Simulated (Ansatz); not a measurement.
Compare A (`FC1CC1(F)F`) with its isomer B (`CC(F)=C(F)F`).

Gas-phase electronic energies from Ansatz, PBE0-D4/def2-TZVP geometries. CCSD(T)/CBS adds triple-zeta CCSD(T) − MP2 to the extrapolated MP2 energy (def2 sets, frozen cores). Functionals use def2-TZVPP. B3LYP here is the variant with VWN-RPA as its local correlation; programs differ in this.

Problem. Which isomer does CCSD(T)/CBS put lower? Give the gap. (Best estimate.)

Solution. Ansatz gave: B, by 41.6 kJ/mol.

Problem. Give E(B) − E(A) in kJ/mol with CCSD(T)/def2-TZVPP, r2SCAN-D4, B2PLYP, LDA (SPW92), B3LYP-D4, CCSD/def2-TZVPP, PBE0-D4. (An estimate is asked.)

Solution. Ansatz gave: CCSD(T)/def2-TZVPP -40.8, r2SCAN-D4 -41.1, B2PLYP -45.8, LDA (SPW92) -34.8, B3LYP-D4 -50.5, CCSD/def2-TZVPP -38.4, PBE0-D4 -34.2. None reverses the order clearly.

Problem. Does the order hold for the free energy at 298.15 K (harmonic terms from PBE0-D4)? (Estimate.)

Solution. Ansatz gave: Yes: G(B) − G(A) = -45.4 kJ/mol.

Largest T1 diagnostic: 0.012.

Leaving LDA and LC-ωPBE aside and taking each functional with its dispersion term where it has one, the values, not all of them listed here, spread over 30.5 kJ/mol, from BLYP-D4 to ωB97X-V. LDA lies +8.3 kJ/mol from PBE without D4. From r2SCAN to r2SCAN0 (25 % exact exchange), in def2-TZVPP and without D4, E(B) − E(A) moves by +7.5 kJ/mol.
